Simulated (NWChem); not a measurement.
Program: NWChem. System: dichloromethane (CH2Cl2), charge 0, spin multiplicity 1, at a geometry optimised with PBE0/def2-SVP. Level: CCSD(T)/def2-SVP, 11 core orbitals frozen.

Input file:

```
start mol
memory heap 100 mb stack 700 mb global 1900 mb
geometry units angstroms nocenter noautoz
  Cl     1.477608     0.000000     0.214511
  C      0.000000     0.000000    -0.755926
  Cl    -1.477608     0.000000     0.214511
  H      0.000000     0.901498    -1.378902
  H      0.000000    -0.901498    -1.378902
  symmetry group C2v
end
basis spherical
  * library def2-svp
end
scf
  rhf
  nopen 0
  maxiter 100
  thresh 1e-7
  semidirect memsize 60000000 filesize 0
end
ccsd
  freeze core 11
  maxiter 60
end
task ccsd(t) energy
```

Output (cleaned and shortened):

```
             Northwest Computational Chemistry Package (NWChem) 7.3.0
             --------------------------------------------------------

                                NWChem Input Module
                                -------------------

 Scaling coordinates for geometry "geometry" by  1.889725989
 (inverse scale =  0.529177249)

 Turning off AUTOSYM since
 SYMMETRY directive was detected!

                             Geometry "geometry" -> ""
                             -------------------------

 Output coordinates in angstroms (scale by  1.889725989 to convert to a.u.)

  No.       Tag          Charge          X              Y              Z
 ---- ---------------- ---------- -------------- -------------- --------------
    1 Cl                  17.0000     1.47760800     0.00000000     0.21451100
    2 C                    6.0000     0.00000000     0.00000000    -0.75592600
    3 Cl                  17.0000    -1.47760800     0.00000000     0.21451100
    4 H                    1.0000     0.00000000     0.90149800    -1.37890200
    5 H                    1.0000     0.00000000    -0.90149800    -1.37890200

 Effective nuclear repulsion energy (a.u.)     134.1996744793

            Nuclear Dipole moment (a.u.)
            ----------------------------
        X                 Y               Z
 ---------------- ---------------- ----------------
     0.0000000000     0.0000000000     0.0000264562

      Symmetry information
      --------------------

 Group name             C2v
 Group number             16
 Group order               4
 No. of unique centers     3

      Symmetry unique atoms

     1    2    4


 Summary of "ao basis" -> "" (spherical)
 ------------------------------------------------------------------------------
       Tag                 Description            Shells   Functions and Types
 ---------------- ------------------------------  ------  ---------------------
 *                          def2-svp                  on all atoms

 Summary of "ao basis" -> "ao basis" (spherical)
 ------------------------------------------------------------------------------
[...]
 ccsd(t): done        9 out of       39 progress:   23.1%
 ccsd(t): done       10 out of       39 progress:   25.6%
 ccsd(t): done       11 out of       39 progress:   28.2%
 ccsd(t): done       12 out of       39 progress:   30.8%
 ccsd(t): done       13 out of       39 progress:   33.3%
 ccsd(t): done       14 out of       39 progress:   35.9%
 ccsd(t): done       15 out of       39 progress:   38.5%
 ccsd(t): done       16 out of       39 progress:   41.0%
 ccsd(t): done       17 out of       39 progress:   43.6%
 ccsd(t): done       18 out of       39 progress:   46.2%
 ccsd(t): done       19 out of       39 progress:   48.7%
 ccsd(t): done       20 out of       39 progress:   51.3%
 ccsd(t): done       21 out of       39 progress:   53.8%
 ccsd(t): done       22 out of       39 progress:   56.4%
 ccsd(t): done       23 out of       39 progress:   59.0%
 ccsd(t): done       24 out of       39 progress:   61.5%
 ccsd(t): done       25 out of       39 progress:   64.1%
 ccsd(t): done       26 out of       39 progress:   66.7%
 ccsd(t): done       27 out of       39 progress:   69.2%
 ccsd(t): done       28 out of       39 progress:   71.8%
 ccsd(t): done       29 out of       39 progress:   74.4%
 ccsd(t): done       30 out of       39 progress:   76.9%
 ccsd(t): done       31 out of       39 progress:   79.5%
 ccsd(t): done       32 out of       39 progress:   82.1%
 ccsd(t): done       33 out of       39 progress:   84.6%
 ccsd(t): done       34 out of       39 progress:   87.2%
 ccsd(t): done       35 out of       39 progress:   89.7%
 ccsd(t): done       36 out of       39 progress:   92.3%
 ccsd(t): done       37 out of       39 progress:   94.9%
 ccsd(t): done       38 out of       39 progress:   97.4%
 ccsd(t): done       39 out of       39 progress:  100.0%
 Time for integral evaluation pass     1        0.68
 Time for triples evaluation pass      1        1.47

 pseudo-e(mp4)  -0.11252664513022E-01
 pseudo-e(mp5)   0.37438822155164E-03
        e(t)    -0.10878276291470E-01

 --------------
 CCSD(T) Energy
 --------------
 Reference energy:                    -957.696520214066027

 CCSD corr. energy:                     -0.446908288504797
 T(CCSD) corr. energy:                  -0.011252664513022
 Total CCSD+T(CCSD) energy:           -958.154681167083822

 CCSD corr. energy:                     -0.446908288504797
 (T) corr. energy:                      -0.010878276291470
 Total CCSD(T) energy:                -958.154306778862292

 routine      calls  cpu(0)   cpu-min  cpu-ave  cpu-max   i/o
 aoccsd          1     0.01     0.01     0.01     0.01    0.00
 iterdrv         1     0.01     0.01     0.01     0.01    0.00
 pampt          10     0.04     0.04     0.04     0.04    0.00
 t2pm           10     0.08     0.08     0.08     0.08    0.00
 sxy            10     0.25     0.25     0.25     0.25    0.00
 ints      1617440    12.75    12.75    12.75    12.75    0.00
 t2eri        4060     2.40     2.40     2.40     2.40    0.00
 idx2         4060     0.48     0.48     0.48     0.48    0.00
 idx34          10     0.05     0.05     0.05     0.05    0.00
 ht2pm          10     0.11     0.11     0.11     0.11    0.00
 itm            10     0.42     0.42     0.42     0.42    0.00
 pdiis          10     0.01     0.01     0.01     0.01    0.00
 triples         1     0.00     0.00     0.00     0.00    0.00
 rdtrpo          1     0.01     0.01     0.01     0.01    0.00
 trpmos          1     0.68     0.68     0.68     0.68    0.00
 trpdrv          1     0.21     0.21     0.21     0.21    0.00
 dovvv       42900     0.50     0.50     0.50     0.50    0.00
 doooo       42900     0.18     0.18     0.18     0.18    0.00
 tengy       39000     0.55     0.55     0.55     0.55    0.00
 Total                18.73    18.73    18.73    18.73    0.00

 Task  times  cpu:       20.0s     wall:       20.0s

 Total times  cpu:       20.1s     wall:       20.1s
```
